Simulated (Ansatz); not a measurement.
# NO2F (nitryl fluoride) at 6 levels

Aim: a comparison of 6 runs (SVWN5/STO-3G, UPBE/STO-3G, UPBE0/STO-3G, r2SCAN0/STO-3G, MP2/STO-3G, CCSD/STO-3G) of NO2F (nitryl fluoride). 

The results are computed with Ansatz 0.2.0.

69 further runs of the same task are left out: 10 that didn't finish, 59 set aside as unsound or not needed.

## (1) The system as given

The species is NO2F (4 atoms), meant as a singlet with charge 0. As SMILES, `O=[N+]([O-])F`. The N2–O1 distance was set to 2.340 Å, away from the relaxed value. At this shape a bond of the SMILES string is far longer than usual.

Bond lengths: N2–O3 1.170 Å, N2–F4 1.442 Å. Angles: O3–N2–F4 112.2°. A long bond or contact: O1–N2 2.340 Å.

## (2) A single-point energy at SVWN5/STO-3G (run 1)

Input file input.yaml:

```yaml
crystal:
  periodic: [false, false, false]
  atoms:
    - {symbol: O, position_ang: [0.296859, 1.011654, 2.151349]}
    - {symbol: "N", position_ang: [0.079720, -0.071800, 0.089140]}
    - {symbol: O, position_ang: [0.476580, -1.068680, -0.376880]}
    - {symbol: F, position_ang: [-0.744590, 0.670550, -0.832510]}
basis:
  gaussian: {orbitals: STO-3G}
accuracy: high
hamiltonian: {xc: {name: SVWN5}}
```

Run with:

```bash
$ ansatz run input.yaml --threads 1 --pin off --max-ram 3480MiB --events-out events.jsonl --progress --plain --runs-dir runs
```

The program printed:

```text
Warning: RAYON_NUM_THREADS=1 ignored (pool sized by the plan → 1); use --threads N
Functional definition: SVWN5
  name "SVWN5"
  exchange = slater_x
  correlation = vwn5_c
350 factors; integrals over basis functions are off by at most 3.0e-8 eV
mean field evaluation 1: about -8093.3437 eV, gradient 6.4e1 eV
mean field evaluation 2: about -7591.4619 eV, gradient 1.0e2 eV
mean field evaluation 4: about -8063.8221 eV, gradient 8.9e1 eV
mean field evaluation 8: about -8116.4400 eV, gradient 1.6e0 eV
mean field evaluation 16: about -8116.4236 eV, gradient 8.8e-8 eV
mean field evaluation 32: about -8116.3450 eV, gradient 1.8e0 eV
mean field -8116.42360599 eV, -298.2730660107 hartree, gradient 8.8e-8 eV, S^2 0.000000; 5 other end points of the search recorded, 0 dependent functions left out
reference -8116.42360680 eV, -298.2730660403 hartree; 16, 16 occupied and 4, 4 virtual orbitals, 350 factors
Total energy: -8116.42360680 eV, -298.2730660403 hartree
```

Run time: 1.1 s. Hardware: 1 thread of Arm Neoverse V1, shared host.

## (3) The energy at UPBE/STO-3G (run 2)

Changes to input.yaml since step 2:

```diff
@@ -8,4 +8,9 @@
 basis:
-  gaussian: {orbitals: STO-3G}
+  gaussian:
+    orbitals: STO-3G
 accuracy: high
-hamiltonian: {xc: {name: SVWN5}}
+hamiltonian:
+  xc: pbe
+magnetization:
+  spin_polarized: true
+  initial_magnetization: 0
```

Run with:

```bash
$ ansatz run input.yaml --threads 1 --pin off --max-ram 3480MiB --events-out events.jsonl --progress --plain --runs-dir runs
```

The program printed:

```text
Warning: RAYON_NUM_THREADS=1 ignored (pool sized by the plan → 1); use --threads N
Functional definition: PBE
  name "PBE"
  parameter kappa = 0.804
  parameter beta = 0.06672455060314922
  exchange = pbe_x(kappa = kappa, mu = beta*pi^2/3)
  correlation = pbe_c(beta = beta)
350 factors; integrals over basis functions are off by at most 3.0e-8 eV
mean field evaluation 1: about -8144.2924 eV, gradient 4.6e1 eV
mean field evaluation 2: about -7642.2100 eV, gradient 7.6e1 eV
mean field evaluation 4: about -8156.3134 eV, gradient 4.1e1 eV
mean field evaluation 8: about -8156.2359 eV, gradient 4.1e1 eV
mean field evaluation 16: about -8167.9218 eV, gradient 1.3e-4 eV
mean field evaluation 32: about -8169.5988 eV, gradient 1.8e-8 eV
mean field evaluation 64: about -8169.5846 eV, gradient 1.7e-1 eV
mean field evaluation 96: about -8169.4878 eV, gradient 1.2e-1 eV
mean field -8169.59879759 eV, -300.2272182586 hartree, gradient 1.8e-8 eV, S^2 0.982716; 9 other end points of the search recorded, 0 dependent functions left out
reference -8169.59879844 eV, -300.2272182897 hartree; 16, 16 occupied and 4, 4 virtual orbitals, 350 factors
Total energy: -8169.59879844 eV, -300.2272182897 hartree
```

It took 9.3 s on 1 thread of Arm Neoverse V1, shared host; peak memory 0.12 GiB.

Run 3 isn't shown in full; the table further down has it.

## (4) A single-point energy at r2SCAN0/STO-3G (run 4)

Input file molecule.yaml:

```yaml
crystal:
  periodic: [false, false, false]
  atoms:
    - {symbol: O, position_ang: [0.296859, 1.011654, 2.151349]}
    - {symbol: N, position_ang: [0.079720, -0.071800, 0.089140]}
    - {symbol: O, position_ang: [0.476580, -1.068680, -0.376880]}
    - {symbol: F, position_ang: [-0.744590, 0.670550, -0.832510]}
basis:
  gaussian: {orbitals: STO-3G}
hamiltonian: {xc: {name: r2SCAN0}}
accuracy: high
```

Run with:

```bash
$ ansatz run molecule.yaml --threads 1 --pin off --max-ram 3480MiB --events-out events.jsonl --progress --plain --runs-dir runs
```

The program printed:

```text
Warning: RAYON_NUM_THREADS=1 ignored (pool sized by the plan → 1); use --threads N
Functional definition: r2SCAN0
  name "r2SCAN0"
  parameter a = 0.25
  parameter k0 = 0.174
  parameter k1 = 0.065
  parameter a1 = 4.9479
  exchange = (1 - a)*r2scan_x(k0 = k0, k1 = k1, a1 = a1) + a*exact_x
  correlation = r2scan_c
350 factors; integrals over basis functions are off by at most 3.0e-8 eV
mean field evaluation 1: about -8149.8404 eV, gradient 6.3e1 eV
mean field evaluation 2: about -7958.1230 eV, gradient 4.4e1 eV
mean field evaluation 4: about -8124.9351 eV, gradient 3.3e1 eV
mean field evaluation 8: about -8172.2966 eV, gradient 5.9e-2 eV
mean field evaluation 16: about -8172.2901 eV, gradient 2.7e-8 eV
mean field -8172.29008874 eV, -300.3261213841 hartree, gradient 2.7e-8 eV, S^2 0.000000; 4 other end points of the search recorded, 0 dependent functions left out
reference -8172.29008884 eV, -300.3261213876 hartree; 16, 16 occupied and 4, 4 virtual orbitals, 350 factors
Total energy: -8172.29008884 eV, -300.3261213876 hartree
```

Run time: 3.9 s. Hardware: 1 thread of Arm Neoverse V1, shared host; peak memory 0.13 GiB.

Run 5 isn't shown in full; the table further down has it.

## (5) The energy at CCSD/STO-3G (run 6)

Input file input.yaml:

```yaml
crystal:
  periodic: [false, false, false]
  atoms:
    - symbol: O
      position_ang: [0.296859, 1.011654, 2.151349]
    - symbol: "N"
      position_ang: [0.079720, -0.071800, 0.089140]
    - symbol: O
      position_ang: [0.476580, -1.068680, -0.376880]
    - symbol: F
      position_ang: [-0.744590, 0.670550, -0.832510]
basis:
  gaussian: {orbitals: STO-3G}
correlation: {method: ccsd, frozen_orbitals: {F: 1, "N": 1, O: 1}}
accuracy: high
scf: {omitted_lower_state_checks: [cluster_reference, increment]}
```

Run with:

```bash
$ ansatz run input.yaml --threads 1 --pin off --max-ram 3480MiB --events-out events.jsonl --progress --plain --runs-dir runs
```

The program printed:

```text
Warning: RAYON_NUM_THREADS=1 ignored (pool sized by the plan → 1); use --threads N
[... 15 lines left out ...]
4 core orbitals not correlated: weight in the atoms' cores, before any rotation towards them, 1.000 or more for the frozen orbitals, at most 0.000 for the correlated occupied ones
[... 99 lines left out ...]
Total energy: -8147.16203738 eV, -299.4026825291 hartree
Checks for a lower state left out: cluster_reference, increment
```

Run time: 0.58 s. Hardware: 1 thread of Arm Neoverse V1, shared host.

## (6) The series

```
run           level  frozen core orbitals  energy (Eh)  wall time
  1    SVWN5/STO-3G                     –  -298.273066      1.1 s
  2     UPBE/STO-3G                     –  -300.227218      9.3 s
  3    UPBE0/STO-3G                     –  -300.257568      9.9 s
  4  r2SCAN0/STO-3G                     –  -300.326121      3.9 s
  5      MP2/STO-3G                     4  -299.351083     0.42 s
  6     CCSD/STO-3G                     4  -299.402683     0.58 s
```

## (7) What came out

| quantity | value |
| --- | --- |
| run 6: total energy | -299.40268 Eh |
| run 6: correlation energy (4 core orbitals frozen) | -217.1 mEh |
| run 6: T1 diagnostic | 0.018 |

**Reading.** Totals of different functionals can't be ranked against each other. In runs 5, 6 the log says that unrestricted orbitals would lower the reference, so the values rest on an unstable closed-shell determinant (other closed-shell runs at this shape may share the fault). In runs 1, 2, 3, 4, 5, 6 the basis is minimal, so the values are rough. In runs 1, 4, 5, 6 a closed-shell determinant meets a far-stretched bond, which it describes badly. Spin contamination of the reference: run 3 ⟨S²⟩ = 0.99, run 2 ⟨S²⟩ = 0.98. Where it is this large, the reference is a mixture of spin states, and values that rest on it are in doubt. All runs together took 25 s, the longest 9.9 s.
